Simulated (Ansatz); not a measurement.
# C3H5NO: up Jacob's ladder to CCSD(T)

The task here is to estimate one member of a computed series from the others.

Method: functionals in def2-TZVPP, the program's frozen cores in correlated methods; program: Ansatz 0.2.0, Gaussian basis.

Plan: LDA (SPW92), PBE-D4, revPBE-D4, BLYP-D4, r2SCAN-D4, B97M-V, PBE0-D4, B3LYP-D4, r2SCANh-D4, r2SCAN0-D4, HSE06-D4, BHLYP-D4, CAM-B3LYP-D4, LC-ωPBE, ωB97X-V, ωB97M-V, B2PLYP, PBE-QIDH; CCSD(T)/def2-SVP; CCSD(T)/def2-TZVPP; CCSD(T)/def2-QZVPP; extrapolation to the limit; RPA on PBE.

### The geometry

The geometry comes from an earlier relaxation with PBE0-D4 in a triple-zeta def2 set; it is a stationary point, not always the lowest conformer.

SMILES `COCC#N`, 10 atoms, charge 0, spin multiplicity 1.

Atoms are counted from 1 here; the program's logs count them from 0.

Bond lengths: C1–O2 1.410 Å, C1–H6 1.098 Å, C1–H7 1.089 Å, C1–H8 1.096 Å, O2–C3 1.392 Å, C3–C4 1.471 Å, C3–H9 1.100 Å, C3–H10 1.092 Å, C4–N5 1.149 Å. Angles: O2–C1–H6 111.1°, O2–C1–H7 106.8°, O2–C1–H8 111.5°, H6–C1–H7 109.2°, H6–C1–H8 109.0°, H7–C1–H8 109.2°, C1–O2–C3 113.3°, O2–C3–C4 113.0°, O2–C3–H9 111.9°, O2–C3–H10 107.5°, C4–C3–H9 107.8°, C4–C3–H10 108.5°, H9–C3–H10 108.1°, C3–C4–N5 179.1°.

The first run:

Input file in.yaml:

```yaml
crystal:
  periodic: [false, false, false]
  atoms:
    - {symbol: C, position_ang: [-0.684835, -1.098521, 0.431130]}
    - {symbol: O, position_ang: [0.665089, -0.710106, 0.304652]}
    - {symbol: C, position_ang: [0.828133, 0.659971, 0.119620]}
    - {symbol: C, position_ang: [0.281781, 1.136234, -1.160176]}
    - {symbol: N, position_ang: [-0.158416, 1.497201, -2.158345]}
    - {symbol: H, position_ang: [-1.162841, -0.593713, 1.280609]}
    - {symbol: H, position_ang: [-0.688158, -2.173274, 0.604650]}
    - {symbol: H, position_ang: [-1.252860, -0.878876, -0.480254]}
    - {symbol: H, position_ang: [0.355122, 1.241987, 0.924419]}
    - {symbol: H, position_ang: [1.900085, 0.867899, 0.136694]}
basis:
  gaussian: {orbitals: def2-TZVPP}
hamiltonian: {xc: lda}
output: {orbitals: {seedname: orbitals}}
```

Command:

```sh
ansatz run in.yaml --threads 2 --pin off --events-out ev --progress --plain --max-ram 32768MiB --backend cpu
```

Among the steps run: LDA; PBE-D4 (GGA); revPBE-D4 (GGA); BLYP-D4 (GGA); r2SCAN-D4 (meta-GGA); B97M-V (meta-GGA); PBE0-D4 (hybrid); B3LYP-D4 (hybrid); r2SCANh-D4 (hybrid); r2SCAN0-D4 (hybrid); HSE06-D4 (hybrid); BHLYP-D4 (hybrid); CAM-B3LYP-D4 (range-separated); LC-ωPBE (range-separated); ωB97X-V (range-separated); ωB97M-V (range-separated); B2PLYP (double hybrid); PBE-QIDH (double hybrid).

One of the session's tables, all rows but one given; the rest of the session is left out.

It belongs to the step «Frontier levels by functional». 

```
  functional  HOMO (eV)  gap (eV)
 LDA (SPW92)      -6.96      5.62
      PBE-D4      -6.83      5.79
   revPBE-D4          ?         ?
     BLYP-D4      -6.76      5.83
   r2SCAN-D4      -7.19      6.43
      B97M-V      -7.34      6.66
     PBE0-D4      -8.49      8.55
    B3LYP-D4      -8.24      8.03
  r2SCANh-D4      -7.81      7.45
  r2SCAN0-D4      -8.75      8.98
    HSE06-D4      -8.08      7.76
    BHLYP-D4     -10.12     11.27
CAM-B3LYP-D4      -9.97     11.14
     LC-ωPBE     -11.28     13.74
     ωB97X-V     -10.98     13.31
     ωB97M-V     -10.92     13.02
```

Estimate the missing values for revPBE-D4.

**Answer.** HOMO (eV): -6.78; gap (eV): 5.85. In the column «HOMO (eV)» it lies between PBE-D4 (-6.83) and BLYP-D4 (-6.76).
